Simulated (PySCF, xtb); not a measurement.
**Two structures of H3SSi2**

Structure I: a doublet given by its coordinates. Structure II: `[SiH3][Si]=S`, a doublet. Both are isolated molecules in the gas phase, relaxed with B3LYP/6-31G*.

I (Å):

```yaml
atoms:
  - { symbol: S, position_ang: [0.1325, -0.9650, -2.2151] }
  - { symbol: Si, position_ang: [-0.6523, 0.6721, -1.0764] }
  - { symbol: Si, position_ang: [1.2285, -2.1986, -0.7805] }
  - { symbol: H, position_ang: [1.7898, -3.3512, -1.5305] }
  - { symbol: H, position_ang: [0.3099, -2.6842, 0.2787] }
  - { symbol: H, position_ang: [2.3271, -1.4115, -0.1680] }
```

Close contacts (Å): S1–Si2 2.14, S1–Si3 2.19, Si3–H4 1.49, Si3–H5 1.48, Si3–H6 1.48.

II (Å):

```yaml
atoms:
  - { symbol: S, position_ang: [2.7860, 0.5066, -0.3971] }
  - { symbol: Si, position_ang: [0.3614, -2.1928, -1.1585] }
  - { symbol: Si, position_ang: [1.6442, -0.8899, 0.4318] }
  - { symbol: H, position_ang: [1.3056, -2.9099, -2.0556] }
  - { symbol: H, position_ang: [-0.5095, -1.2777, -1.9420] }
  - { symbol: H, position_ang: [-0.4757, -3.1764, -0.4229] }
```

Question: Which of the two would you expect CCSD(T)/def2-SVP + ΔMP2/def2-TZVPP electronic energies to favour?

Answer: Structure I; the calculation gives E(II) − E(I) = +0.138 eV.

The same difference at several levels:

```csv
level,geometry,E(II) − E(I) (eV),departure from the last row (eV),"job, with rough time for the two"
GFN2-xTB,GFN2-xTB,−0.256,−0.394,"optimisation, 0.21 s"
HF/STO-3G,GFN2-xTB,+0.551,+0.414,"single point, 2.8 s"
r2SCAN-D4/def2-SVP,GFN2-xTB,+0.002,−0.136,"single point, 2.9 min"
B3LYP/6-31G*,B3LYP/6-31G*,+0.018,−0.119,"optimisation, 95 s"
HF/def2-SVP,B3LYP/6-31G*,+0.470,+0.332,part of the CCSD(T) run
MP2/def2-SVP,B3LYP/6-31G*,+0.100,−0.038,part of the CCSD(T) run
CCSD(T)/def2-SVP,B3LYP/6-31G*,+0.091,−0.046,single point
CCSD(T)/def2-SVP + ΔMP2/def2-TZVPP,B3LYP/6-31G*,+0.138,,"single point, 2 min"
```

GFN2-xTB puts the two in the other order. r2SCAN-D4/def2-SVP, B3LYP/6-31G* find them nearly level. The largest departure from CCSD(T)/def2-SVP + ΔMP2/def2-TZVPP is that of HF/STO-3G, 0.414 eV. The last row adds to CCSD(T) the change of the MP2 difference between the two basis sets, here +0.046 eV.

With thermal terms from frequencies at re-optimised GFN2-xTB minima (ideal gas, soft modes damped towards free rotors, one conformer each, 298.15 K, 1 atm): the zero-point term adds −0.014 eV; ΔH is +0.123 and ΔG +0.129 eV.

Open shells are spin-unrestricted, with notable spin contamination under HF/STO-3G. The correlated steps freeze 15 core orbitals. Codes used: PySCF 2.14.0, xtb 6.7.1 (Pople sets with spherical d functions); the last row on 2 threads of Intel(R) Xeon(R) Platinum 8175M CPU @ 2.50GHz (Skylake/Cascade Lake) on a shared host.
